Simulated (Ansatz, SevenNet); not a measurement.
For rock-salt NaF, the machine-learned potential SevenNet-l3i5 (trained on PBE and PBE+U data) gives:

```
Item                              Result
------------------------------  --------
equilibrium lattice constant a   4.698 Å
bulk modulus                    43.1 GPa
elastic constant C11            84.9 GPa
elastic constant C44            25.4 GPa
Voigt–Reuss–Hill shear modulus  27.6 GPa
```

**Question.** What does PBE0 (Ansatz, an electronic-structure program, plane waves, PAW) give for the same quantities?

**Answer.** 
- lattice constant a: 4.637 Å (falls by 1.3 %)
- bulk modulus: 49.3 GPa (grows by 14 %)
- elastic constant C11: 101 GPa (goes up by 19 %)
- elastic constant C44: 28.9 GPa (increases by 14 %)
- Voigt–Reuss–Hill shear modulus: 32.6 GPa (increases by 18 %)

For comparison: lattice constant a 4.582 Å (measured, static lattice: zero-point anharmonic expansion removed; as tabulated in Mejia-Rodriguez and Trickey (2018), arXiv:1807.09216); bulk modulus 53.1 GPa (measured, 0 K value with the zero-point phonon effect removed; as tabulated in Mejia-Rodriguez and Trickey (2018), arXiv:1807.09216); elastic constant C11 108 GPa (measured, 4 K, not corrected to a static lattice; as tabulated in X. Wang et al., RSC Advances (2016)); elastic constant C44 29.0 GPa (measured, 4 K, not corrected to a static lattice; as tabulated in X. Wang et al., RSC Advances (2016)).

Changes are worked out from the printed values.

Unless a cell is named, each level is at its own relaxed cell (SevenNet-l3i5 12.96, PBE0 12.46 Å³/atom).

Ansatz's density-functional and Hartree–Fock values are scalar-relativistic unless marked +SOC, with PAW data made under PBE.
